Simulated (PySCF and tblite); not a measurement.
The numbers below are computed, except where a source is named.
System: C₄H₆OS, numbered as in [O:1]=[C:2]1[CH2:3][CH2:4][S:5][CH2:6]1.

For the inversion of the 5-membered ring (2–3–4–5–6): electronic barrier 2.24 kcal/mol, zero-point change -0.15 kcal/mol, thermal and entropy terms at 350 K a further 0.40 kcal/mol (symmetry numbers apart). The minimum is C1, the saddle C1. The path came from a restrained scan, a climbing-image band and a saddle search at GFN2-xTB; energies are BHandHLYP/pcSseg-1 + D3(BJ), IEF-PCM chloroform//GFN2-xTB, thermal terms GFN2-xTB. Rate constants are transition-state-theory values, counting equivalent paths, without tunnelling. Run with tblite and PySCF.

**Question.** How many equivalent paths lead out of the minimum?

**Answer.** 2: the symmetry number of the minimum is 1, that of the saddle displaced along its mode 1, and since the end is the start again or its mirror image, the same path run backwards is a second way out.

**Question.** Work out the rate at 350 K.

**Answer.** ΔG‡ = 2.49 kcal/mol; k_B T/h = 7.3×10¹² s⁻¹; exp(−ΔG‡/RT) = 0.028; times 2 gives k = 4.1×10¹¹ s⁻¹. Wigner's tunnelling factor for the 122i cm⁻¹ mode would be 1.01.
